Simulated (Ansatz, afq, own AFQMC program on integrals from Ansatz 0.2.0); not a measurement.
## GeHO, quartet: AFQMC among the cluster methods

```xyz
3

Ge    0.0000   -0.0375    0.3220
O     0.0000    0.0862   -1.5290
H     0.0000    1.3375    1.0643
```

Connectivity, by distances: GeH–O.

Basis cc-pVDZ. Only valence electrons are correlated. Ansatz 0.2.0 and our own AFQMC program on the same integrals; the CISD trial comes from CCSD amplitudes, and released means the phaseless constraint is let go. Free projection: walkers drawn from exp(T), propagated without any constraint. Its projection time is finite, and what remains of the start isn't in its error. Error bars are statistical, one sigma. No spin–orbit coupling.

Determinant: UHF, the one that the program's search chose, which needn't be the lowest solution. The geometry is a point of a scan.

No full CI on the walks' own integrals is used here; CCSDT(Q) serves as the reference and is uncertain by about the last step of the cluster series.

Cautions: no relativity below Rb; no spin-orbit coupling; inner d shell frozen; lower spins were not checked.

* T1 diagnostic: 0.0238
* weight of the determinant in the CISD state: 0.901
* ⟨S²⟩ of the determinant: 3.769
* size of the correlated space: 11 electrons in 31 orbitals

Reference: CCSDT(Q), correlation energy -6.340 eV. The released energy is read at 2.40 1/Eh (meV from the phaseless value at times in 1/Eh: -3 ± 14 at 0.24, -3 ± 10 at 0.51, -7 ± 15 at 0.99, -20 ± 14 at 1.62, -3 ± 17 at 2.40).

```json
{"level": "HF", "E − E(reference) (kJ/mol)": "611.7", "share of correlation (%)": "0.00"}
{"level": "MP2", "E − E(reference) (kJ/mol)": "88.2", "share of correlation (%)": "85.58"}
{"level": "CCSD", "E − E(reference) (kJ/mol)": "18.3", "share of correlation (%)": "97.01"}
{"level": "CCSD(T)", "E − E(reference) (kJ/mol)": "4.4", "share of correlation (%)": "99.28"}
{"level": "CCSDT", "E − E(reference) (kJ/mol)": "1.5", "share of correlation (%)": "99.75"}
{"level": "ph-AFQMC/HF", "E − E(reference) (kJ/mol)": "4.1 ± 6.7", "share of correlation (%)": "99.33"}
{"level": "ph-AFQMC/CISD", "E − E(reference) (kJ/mol)": "1.3 ± 1.0", "share of correlation (%)": "99.79"}
{"level": "released AFQMC", "E − E(reference) (kJ/mol)": "1.0 ± 1.7", "share of correlation (%)": "99.84"}
{"level": "free AFQMC", "E − E(reference) (kJ/mol)": "1.5 ± 1.2", "share of correlation (%)": "99.76"}
```

Free projections are given only where their last times agree within the noise and don't stop above the reference; a slow remainder of the start can still hide under it. A walk keeps the symmetry of its determinant, which the program's search chose and which needn't be the lowest solution, so a lower state of the same spin and another symmetry isn't excluded. Released energies are given only where the last usable release times agree within the noise; a slower fall can still hide under it.
